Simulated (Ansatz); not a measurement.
**C2H4F2O: taking an electron away**

Aim: the vertical ionisation energy of C2H4F2O, as cation minus neutral at the neutral's geometry, on several levels, and how well −ε(HOMO) stands in for it.

Program: Ansatz 0.2.0, Gaussian basis. Level of theory: unrestricted cation, the program's frozen cores in correlated methods. These are calculated values, not measurements.

Levels to be run: UKS PBE-D4/def2-TZVPP; UKS r2SCAN-D4/def2-TZVPP; UKS PBE0-D4/def2-TZVPP; UKS B3LYP-D4/def2-TZVPP; UKS wB97X-V/def2-TZVPP; UKS wB97M-V/def2-TZVPP; UKS B2PLYP/def2-TZVPP; UHF-CCSD(T)/def2-TZVPP; UHF-MP2/def2-QZVPP; extrapolation to the limit; then −ε(HOMO) from the neutral's earlier runs with LDA (SPW92), PBE-D4, revPBE-D4, BLYP-D4, r2SCAN-D4, B97M-V, PBE0-D4, B3LYP-D4, r2SCANh-D4, r2SCAN0-D4, HSE06-D4, BHLYP-D4, CAM-B3LYP-D4, LC-ωPBE, ωB97X-V, ωB97M-V.

### Step 1. The geometry

An earlier PBE0-D4 in a triple-zeta def2 set relaxation fixed the geometry.

SMILES `COC(F)F`, 9 atoms, charge 0, spin multiplicity 1.

Atoms are counted from 1 here; the program's logs count them from 0.

Bond lengths: C1–O2 1.417 Å, C1–H6 1.096 Å, C1–H7 1.088 Å, C1–H8 1.093 Å, O2–C3 1.350 Å, C3–F4 1.360 Å, C3–F5 1.336 Å, C3–H9 1.099 Å. Angles: O2–C1–H6 110.9°, O2–C1–H7 106.4°, O2–C1–H8 111.2°, H6–C1–H7 109.2°, H6–C1–H8 109.5°, H7–C1–H8 109.6°, C1–O2–C3 113.9°, O2–C3–F4 111.2°, O2–C3–F5 107.5°, O2–C3–H9 113.6°, F4–C3–F5 107.4°, F4–C3–H9 107.3°, F5–C3–H9 109.7°.

As a file:

```
C    -0.5600   -0.3639   -0.9879
O     0.6787    0.0362   -0.4290
C     0.6046    0.3821    0.8733
F     0.3822   -0.7063    1.6587
F     1.7893    0.8916    1.2229
H    -1.3216    0.4119   -0.8484
H    -0.3859   -0.5069   -2.0519
H    -0.9087   -1.3000   -0.5452
H    -0.1902    1.1089    1.0905
```

### Step 2. Cation, UKS PBE-D4/def2-TZVPP

in.yaml

```yaml
crystal:
  periodic: [false, false, false]
  atoms:
    - {symbol: C, position_ang: [-0.559958, -0.363917, -0.987858]}
    - {symbol: O, position_ang: [0.678696, 0.036239, -0.429016]}
    - {symbol: C, position_ang: [0.604600, 0.382107, 0.873319]}
    - {symbol: F, position_ang: [0.382177, -0.706277, 1.658719]}
    - {symbol: F, position_ang: [1.789292, 0.891610, 1.222877]}
    - {symbol: H, position_ang: [-1.321640, 0.411911, -0.848390]}
    - {symbol: H, position_ang: [-0.385867, -0.506892, -2.051931]}
    - {symbol: H, position_ang: [-0.908662, -1.299990, -0.545191]}
    - {symbol: H, position_ang: [-0.190238, 1.108907, 1.090472]}
basis:
  gaussian: {orbitals: def2-TZVPP}
total_charge: 1
magnetization: {spin_polarized: true, initial_magnetization: 1}
hamiltonian: {xc: pbe, dispersion: d4}
```

The run is started by

```sh
$ ansatz run in.yaml --threads 2 --pin off --events-out ev --progress --plain --max-ram 22528MiB --backend cpu
```

After this run come: Cation, UKS r2SCAN-D4/def2-TZVPP; Cation, UKS PBE0-D4/def2-TZVPP; Cation, UKS B3LYP-D4/def2-TZVPP; Cation, UKS wB97X-V/def2-TZVPP; Cation, UKS wB97M-V/def2-TZVPP; Cation, UKS B2PLYP (frozen core)/def2-TZVPP; Cation, UHF-CCSD(T)/def2-TZVPP; Cation, UHF-MP2/def2-QZVPP.

**Question.** What will the summary of the whole plan be? Wanted: ionisation energy, CCSD(T)/CBS; nearest functional by difference; nearest −ε(HOMO); −ε(HOMO) of PBE; T1 of the cation.

As calculated:

```
                        quantity               value
  ionisation energy, CCSD(T)/CBS            11.88 eV
nearest functional by difference   B2PLYP (-0.27 eV)
                nearest −ε(HOMO)  LC-ωPBE (-0.12 eV)
                 −ε(HOMO) of PBE             7.24 eV
                T1 of the cation               0.025
```

What this shows: By cation minus neutral, the functionals miss by 0.75 eV at most. The PBE orbital energy is 4.6 eV too small: a semilocal HOMO is no ionisation energy. Among orbital estimates LC-ωPBE comes nearest. Hartree-Fock falls 1.31 eV short, as the neutral has more correlation energy than the cation. The cation may have settled in a state other than its lowest; no search over hole states beyond the program's own was made.
